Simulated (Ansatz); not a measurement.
Two structures, one formula

Two relaxed structures of BSiH2O, doublet (PBE0-D4/def2-TZVP; forces vanish, vibrations not checked).

A:

O1  (-0.295, -0.256, 0.869)
B2  (-0.637, -0.628, 2.049)
Si3  (-0.150, 0.358, -0.679)
H4  (0.103, -0.794, -1.580)
H5  (0.980, 1.321, -0.659)
(Å)

B:

```xyz
5
angstrom
O -1.2868 0.5326 0.2336
B -0.6591 -0.1567 1.1351
Si 0.2603 0.1716 -0.5885
H -0.0368 -0.6124 -1.8079
H 0.9284 1.4550 -0.8991
```

Ansatz 0.2.0; basis: def2-TZVPP; cores frozen in the correlated methods; orbitals are unrestricted. B3LYP uses VWN-RPA correlation.

(1) Which structure is lower at CCSD(T), and by how much? (To be estimated.)

(2) Do the other methods give the same order? (A judgement: the text doesn't fix the answer.)

The T1 diagnostic stays at or below 0.027. ⟨S²⟩ of the unrestricted Hartree–Fock references: 0.76 to 0.84 (a pure state has 0.75). The unrestricted reference is spin-contaminated, which hurts MP2 most.

## Answers

(1) Computed: A, by 18.7 kJ/mol (electronic energy, against the other). By their contacts, A is BSiH₂O ([B][O][SiH2]) and B is BSiH₂O ([B]1[O][SiH2]1).

(2) Computed: Not all: PBE-D4, r2SCAN-D4, PBE0-D4 give the other order.

| method | E(B) − E(A) (kJ/mol) |
| --- | --- |
| PBE-D4 | -16.6 |
| r2SCAN-D4 | -10.2 |
| PBE0-D4 | -3.6 |
| B3LYP-D4 | 14.3 |
| wB97M-V | 13.8 |
| HF | 70.6 |
| MP2 | 17.6 |
| CCSD | 28.6 |
| CCSD(T) | 18.7 |

Labels in which every atom is bracketed show which atoms are joined, not bond orders.

For scale, one of the runs: CCSD(T)/def2-TZVPP, 132 basis functions, launched by `ansatz run in.yaml --threads 2 --pin off --events-out ev --progress --plain --max-ram 4352MiB`. Hardware: 2 CPU threads of an Arm Neoverse V1, shared host. Wall time 28 s; peak host memory 1.4 GiB.
